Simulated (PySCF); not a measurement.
Method: PySCF energies (xtb for GFN2) plus ideal-gas RRHO corrections (1 bar). Table values come from the NASA 1993 polynomials. All species are closed-shell singlets. The harmonic model lacks anharmonicity and excited electronic states, which grow with temperature; levels with a mode under 35 cm⁻¹ are left out. The table's entry may be an old estimate for BH3 (not checked at source).

Harmonic frequencies at GFN2-xTB (cm⁻¹): 883, 1165, 1165, 2658, 2732, 2732. Point group D3h; S°(298 K) = 188.1 J/mol/K at this level.

Task: Work out Cp and S° of gaseous BH3 at 500, 800, 1200, 1600, 2000 K from these, and set them beside the table.

Result: 
| T (K) | Cp GFN2-xTB | Cp table | S° GFN2-xTB | S° table |
|---|---|---|---|---|
| 500 | 45.9 | 42.1 | 209.5 | 207.9 |
| 800 | 56.3 | 52.3 | 233.4 | 229.9 |
| 1200 | 66.1 | 63.0 | 258.2 | 253.3 |
| 1600 | 71.9 | 69.8 | 278.1 | 272.5 |
| 2000 | 75.3 | 74.1 | 294.6 | 288.5 |
Units J/mol/K.
